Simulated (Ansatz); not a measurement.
Mulliken charges of C2H2O, SMILES `C=C=O` from r2SCAN/def2-TZVPP in Ansatz (PBE0-D4/def2-TZVP geometry).

```csv
atom,x (Å),y (Å),z (Å),charge (e)
C1,-0.362,0.279,-0.271,-0.328
C2,0.535,-0.430,0.363,0.253
O3,1.329,-1.057,0.923,-0.169
H4,-1.204,-0.217,-0.729,0.122
H5,-0.249,1.351,-0.327,0.122
```

Task: By hand: the dipole of these point charges (1 e Å = 4.8032 D).

Result: Σ q r = (-0.148, 0.117, -0.104) e Å, of length 0.215 e Å = 1.03 D.

Task: How does the dipole of the full density compare? (Best estimate.)

Result: The calculation gave: (-0.201, 0.159, -0.142) e Å, 1.41 D; the point charges give 0.73 times that, at 0° from its direction.

Point charges leave out the atoms' own dipoles, such as those of lone pairs, and Mulliken's split depends on the basis, so the two needn't agree.
